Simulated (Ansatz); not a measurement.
in.yaml

```yaml
crystal:
  periodic: [false, false, false]
  atoms:
    - {symbol: P, position_ang: [0.000000, -0.439635, 1.712071]}
    - {symbol: Si, position_ang: [0.000000, 0.841866, 0.028977]}
    - {symbol: P, position_ang: [0.000000, -0.342749, -1.826264]}
    - {symbol: H, position_ang: [0.000000, 0.584513, 2.701693]}
basis:
  gaussian: {orbitals: cc-pVDZ}
total_charge: 1
magnetization: {spin_polarized: false, initial_magnetization: 4}
correlation: {method: mp2, electrons: outside_noble_gas}
```

```sh
$ ansatz run in.yaml --threads 1 --pin off --events-out ev --progress --plain --max-ram 2393MiB
```

The program prints:

```
616 factors; integrals over basis functions are off by at most 9.6e-4 eV
mean field evaluation 1: about -26411.2387 eV, gradient 9.3e0 eV
mean field evaluation 2: about -26411.2812 eV, gradient 9.4e0 eV
mean field evaluation 4: about -26412.1608 eV, gradient 2.0e0 eV
mean field evaluation 8: about -26412.2117 eV, gradient 2.7e-1 eV
mean field evaluation 16: about -26411.3483 eV, gradient 4.4e0 eV
mean field -26412.21367665 eV, -970.6309497753 hartree, gradient 1.3e-6 eV, S^2 6.000000; 2 other end points of the search recorded, 0 dependent functions left out
mean field evaluation 32: about -26412.4615 eV, gradient 4.1e-2 eV
15 core orbitals not correlated: weight in the atoms' cores, before any rotation towards them, 1.000 or more for the frozen orbitals, at most 0.000 for the correlated occupied ones
reference -26412.21367665 eV, -970.6309497753 hartree; 9, 5 occupied and 35, 39 virtual orbitals, 616 factors
second order -6.30320526 eV of doubles, -0.14178017 eV of singles
Total energy: -26418.65866208 eV, -970.8677986213 hartree
```

Ran on 1 thread of Arm Neoverse V2, shared host: 1.3 s wall, 0.12 GiB peak host memory.
